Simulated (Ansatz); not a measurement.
The same path of BClH$_{3}$N (6 atoms, charge 0, multiplicity 1) was run 3 times with different band settings. Lost on the way: B1–H5. Made: N2–H5.

All numbers below come from Ansatz 0.2.0, RKS PBE0/6-31G*.

Relaxed end points:

```xyz
6
Properties=species:S:1:pos:R:3
B 0.451 0.030 0.096
N 0.701 -0.017 1.459
H -0.022 -0.126 2.155
H 1.635 0.057 1.833
H 1.335 0.158 -0.695
Cl -1.217 -0.101 -0.496
```

```xyz
6
Properties=species:S:1:pos:R:3
B -0.276 0.703 -0.129
N 0.911 0.078 1.024
H 0.751 0.608 1.882
H 0.933 -0.925 1.251
H 1.825 0.368 0.675
Cl -1.261 -0.832 -0.350
```

Common settings: spring 5.0 eV/Å²; optimiser quadratic models (default); start path through a guess of the saddle point; force threshold 0.05 eV/Å; iteration limit 60; end points relaxed.

| run | movable images | climbing image |
| --- | --- | --- |
| 1 | 5 | yes |
| 2 | 6 | no |
| 3 | 4 | no |

Q: What does each run give, and how far can it be trusted?

A: Run 1: converged after 48 iterations, highest image 4.126 eV above the first end. Beside the main top the profile has a ripple of under 15 meV (maxima at images 2, 4), which may be a very shallow well or noise. Neighbouring images differ by up to 3.6 eV, so the band resolves the path poorly. A vibrational analysis at the climbing image gives one clearly imaginary mode, 95i cm⁻¹: a first-order saddle point.
Run 2: converged after 20 iterations, highest image 4.236 eV above the first end. Beside the main top the profile has a ripple of under 15 meV (maxima at images 3, 6), which may be a very shallow well or noise. Neighbouring images differ by up to 3.4 eV, so the band resolves the path poorly. No image climbed, so the highest image needn't sit at the top of the path.
Run 3: converged after 55 iterations, highest image 4.126 eV above the first end. Neighbouring images differ by up to 3.9 eV, so the band resolves the path poorly. No image climbed, so the highest image needn't sit at the top of the path.
The orbitals stay closed-shell, which can raise the energy where a bond breaks towards radicals; this wasn't checked here.
